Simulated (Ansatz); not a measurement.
`NC(=O)C=O`, charge 0, multiplicity 1.

Question: Give a relaxed structure at PBE0-D4/def2-TZVP (the Gaussian-basis code of Ansatz). (Estimate.)

Answer: Computed: 
```xyz
8

N     0.6369   -1.0101   -0.1946
C     0.0941    0.1613   -0.5585
O     0.1588    0.6860   -1.6485
C    -0.6705    0.8492    0.5710
O    -0.7739    0.3859    1.6713
H     0.5084   -1.3364    0.7486
H     1.1629   -1.5507   -0.8579
H    -1.1167    1.8148    0.2687
```
Point group Cs.
